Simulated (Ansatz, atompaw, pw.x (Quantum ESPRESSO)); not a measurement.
**tungsten (W): one change to the PAW (atompaw) potential, in the atom and in the bcc crystal**

- Element: tungsten
- Generator: atompaw 4.2.0.5
- Type: PAW
- Functional: PBEsol
- Relativity: scalar-relativistic
- Frozen core: [Xe] 4f14
- Valence charge: 6
- Reference configuration: 5d4 6s1 6p1
- Partial waves: 6s (bound): rc 3.00 bohr; 6s channel at 2.55 Ry: rc 2.15 bohr; 6p (bound): rc 3.00 bohr; 6p channel at 1.55 Ry: rc 3.00 bohr; 5d (bound): rc 3.00 bohr; 5d channel at 1.55 Ry: rc 3.00 bohr
- Local potential: bessel scheme, radius 2.90 bohr
- Core correction: smooth core density matched at 1.55 bohr
- Augmentation charge: sinc compensation charge, radius 2.45 bohr; PAW radius 3.00 bohr; waves and projectors: custom rrkj vanderbiltortho

Change: augmentation sinc compensation charge, radius 2.45 bohr; PAW radius 3.00 bohr; waves and projectors: custom polynom2 7 10 vanderbiltortho.

Cutoffs, loose and tight: the cutoffs (Ry, on a coarse ladder) from which the occupation-weighted sum of valence levels, in a spherical-Bessel basis at the reference potential, stays within 10 and 1 mRy of its value at 400 Ry. They see the waves and projectors alone, not the compensation charge or the core.

Crystal test: bcc W in pw.x 7.5, no spin, 15³ k-points, Fermi–Dirac smearing 0.01 Ry, cutoffs set for each file from its atomic test. The reference is all-electron LAPW (Ansatz 0.2.0) with the same functional, mesh and smearing; V0 and B0 come from Birch–Murnaghan fits to the pressures at five volumes. Errors are pseudo minus all-electron; Δ is the rms difference of the E(V) curves that follow from these fits, minima aligned, over ±6 % about the mean V0. Mesh and smearing are coarse, so the numbers serve the comparison and aren't converged zero-temperature values; the lattice is a test structure that the element need not adopt.

All-electron: a0 = 3.155 Å (V0 = 15.70 Å³/atom), B0 = 321.1 GPa.

Task: Does the change bring the crystal closer to the all-electron result?

Result: The mean pressure error goes from +14.82 to +20.05 GPa, so the change moves the solid further from the all-electron pressures.

```
                 quantity       base    changed
           outcome (atom)  generated  generated
     cutoff, loose (atom)      10 Ry      18 Ry
     cutoff, tight (atom)      18 Ry      35 Ry
      bound ghosts (atom)       none       none
     cutoffs in pw.x (Ry)     40/400     45/450
                   a0 (Å)      3.198          –
             a0 error (%)      +1.38          –
             B0 error (%)       +0.9          –
             Δ (meV/atom)       46.9          –
mean pressure error (GPa)     +14.82     +20.05
```

A dash: not determined, or the minimum lies outside the volumes sampled.

Base: The largest radius (3.00 bohr) exceeds half the bond length (2.58 bohr), so the spheres overlap, which is one possible source of error among others. This is a poor potential for the solid. Changed file: The largest radius (3.00 bohr) exceeds half the bond length (2.58 bohr), so the spheres overlap, which is one possible source of error among others. This is a poor potential for the solid.
